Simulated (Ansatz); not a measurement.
Geometry optimisation, RKS PBE0/6-31G* in Ansatz.

The input (input.yaml):

```yaml
crystal:
  periodic: [false, false, false]
  atoms:
    - { symbol: Si, position_ang: [-0.050427, 0.159655, -0.009998] }
    - { symbol: H, position_ang: [-0.225016, 0.094725, 1.449521] }
    - { symbol: H, position_ang: [1.398238, 0.252385, -0.324468] }
    - { symbol: C, position_ang: [-0.969516, 1.661389, -0.680311] }
    - { symbol: H, position_ang: [-2.051722, 1.518345, -0.587085] }
    - { symbol: H, position_ang: [-0.704427, 2.566473, -0.123274] }
    - { symbol: H, position_ang: [-0.743167, 1.837501, -1.738154] }
    - { symbol: H, position_ang: [-0.615839, -1.074777, -0.620009] }
    - { symbol: "N", position_ang: [1.325936, -2.180856, 1.350861] }
    - { symbol: H, position_ang: [0.839255, -2.549202, 0.541751] }
    - { symbol: H, position_ang: [2.149948, -1.690135, 1.022002] }
    - { symbol: H, position_ang: [0.707539, -1.485501, 1.799464] }
basis:
  gaussian: { orbitals: "6-31G*" }
hamiltonian:
  xc: pbe0
relax:
  f_tol: 0.03
  max_steps: 50
output:
  orbitals: {}
```

Command:

```bash
$ ansatz run input.yaml --threads 1 --pin off --max-ram 2048MiB --backend cpu --events-out ev --progress --plain --runs-dir out
```

Problem. Where does it end, and by what steps?

Solution. It converged. After 4 steps the energy has fallen by 0.187 eV; H12 moved furthest, 0.65 Å.

```
step  energy less start (eV)  largest force component (eV/Å)  accepted
   0                  0.0000                           0.751       yes
   1                 -0.1187                           0.251       yes
   2                 -0.1664                           0.157       yes
   3                 -0.1697                           0.358       yes
   4                 -0.1874                           0.026       yes
```

```xyz
12
Properties=species:S:1:pos:R:3
Si -0.155 0.333 -0.045
H -0.376 0.269 1.429
H 1.313 0.426 -0.293
C -1.054 1.811 -0.785
H -2.135 1.729 -0.629
H -0.717 2.744 -0.323
H -0.873 1.882 -1.862
H -0.646 -0.942 -0.646
N 1.557 -2.514 1.435
H 0.996 -2.782 0.630
H 2.220 -1.819 1.100
H 0.930 -2.027 2.070
```

Whether the end is a true minimum wasn't checked by a vibrational analysis.

Run time: 7.7 s on 1 thread of AMD EPYC 9R45 96-Core Processor (Zen 5), with other jobs on the host, peak memory 0.15 GiB.
